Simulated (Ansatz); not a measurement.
## How far each method lies from full CI for InH₂⁺, singlet

Geometry: a point of a breathe scan, not a stationary point.

```xyz
3

In    0.0000    0.0000    0.0000
H     0.0000    0.0000   -2.1917
H     0.0000    0.0000    2.1917
```

Basis def2-TZVPP with its core potentials; Ansatz 0.2.0. Only valence electrons are correlated (noble-gas cores and the filled d shells of p-block atoms frozen), which leaves 4 electrons in 69 orbitals. Prefix R: restricted or restricted open-shell reference; prefix U: unrestricted. Active spaces: valence = (4e, 6o) chosen from the atoms' valence shells; pair = (2e, 2o) about the gap. No spin–orbit coupling is included; scalar relativity enters through the core potentials alone.

Full CI is exact within this basis and frozen core; it isn't the basis-set limit. The frozen core follows each run's orbitals, which can shift R against U totals by a few meV for light atoms and by up to 0.1 eV past Ca.

- UHF ⟨S²⟩: 0.771
- T1 diagnostic (RCCSD): 0.0348
- largest doubles amplitude (RCCSD): 0.269

| level | E − E(RHF) (eV) |
| --- | --- |
| RMP2 | -1.7393 |
| RCCSD | -2.4949 |
| RCCSD(T) | -2.5586 |

**Question.** Estimate how far full CI in def2-TZVPP lies from RCCSD(T). The table doesn't fix it; the size of (T) and the diagnostics are the guide.

**Answer.** Full CI in def2-TZVPP lies 0.71 mEh below RCCSD(T), which is 30 % of the (T) step (-2.34 mEh). T1 is raised, a doubles amplitude is large, RHF is unstable towards spin polarisation, and the rest is a large part of (T).

The other levels:

```csv
level,E − E(full CI) (mEh),share of correlation (%),wall time
BCCD(T),0.60,99.37,9.5 s
RCCSDT,-0.01,100.01,–
RCCSDT(Q),0.00,100.00,28 s
CASSCF (pair space),60.57,36.06,–
NEVPT2 (pair space),10.91,88.49,5.5 s
CASSCF (valence space),22.16,76.61,–
NEVPT2 (valence space),6.44,93.20,10 s
MRCISD (valence space),0.56,99.41,–
MRCISD+Q (valence space),0.22,99.76,12 s
```

The correlation energy at full CI, counted from RHF, is -2.578 eV. That run took 21 s on 1 thread of Intel Xeon, shared host over 708,032 determinants.

Run but not shown, since their state or frozen core can't be matched to the reference's or they repeat it: UHF, UMP2, UCCSD, UCCSD(T), UCCSDT, UCCSDT(Q).

Times hold each run's SCF and search for its determinant on a shared host, so for small cases they say little of a method's own cost; they ran on 1 thread of Intel Xeon.

The full-CI state has the irrep Ag of D2h, in the program's axes (one component, if the state is degenerate).

Natural occupations of full CI about the gap: 1.928 1.785 0.200 0.034 0.015 0.015 0.005 0.005 0.004 0.003; effectively unpaired electrons, Σ n²(2−n)², 0.30.
